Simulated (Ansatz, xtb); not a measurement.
## CH5AlO+: where a starting geometry ends

The starting geometry of this gas-phase doublet has its atoms placed at random.

```xyz
8

C    -0.1611    1.1273   -1.2211
Al    2.1091    0.9936   -0.0522
O    -0.0486    2.0279    0.2239
H     1.2981   -0.7363    0.5105
H    -0.2434    2.0413   -0.9226
H    -1.2191    0.7318   -1.6798
H     0.3310    0.4503   -0.8523
H    -0.9071    0.1862   -0.6728
```

Task: One run relaxed it with r2SCAN-D4/def2-SVP. What is a likely outcome?

Result: It ends as a structure given below by its coordinates. Distances that change by over a tenth: C1–H6 (1.22 → 1.10 Å), C1–H7 (0.91 → 1.10 Å), C1–H8 (1.32 → 1.10 Å), O3–H5 (1.16 → 0.98 Å). Contacts that open: C1–H5 (0.97 → 2.04 Å). Contacts that close: C1–O3 (1.71 → 1.48 Å), Al2–O3 (2.41 → 1.89 Å), Al2–H4 (1.99 → 1.59 Å).

The energy falls by 10.58 eV over 24 steps:

```
step  E − E(last) (eV)
   1            10.584
   4             3.557
   6             0.996
   9             0.047
  11             0.043
  14             0.029
  16             0.019
  19             0.002
  21             0.000
  24             0.000
```

Final geometry (Å):

```csv
atom,x (Å),y (Å),z (Å)
C,-0.6048,0.6282,-1.0899
Al,1.8886,1.2385,0.5514
O,0.2318,1.5659,-0.3032
H,2.1795,-0.2869,0.2274
H,-0.1880,2.4453,-0.2622
H,-0.7026,1.0269,-2.1066
H,-0.0704,-0.3279,-1.0945
H,-1.5753,0.5320,-0.5887
```

From the same start GFN2-xTB reaches the same bonding as this run.

From so rough a start the end depends on the optimiser's path, so another program may land elsewhere. No frequencies were run, so the end isn't proven a minimum. Open shells are spin-unrestricted. Run with Ansatz 0.2.0, 94 s on 2 threads of Arm Neoverse V2, on a shared host.
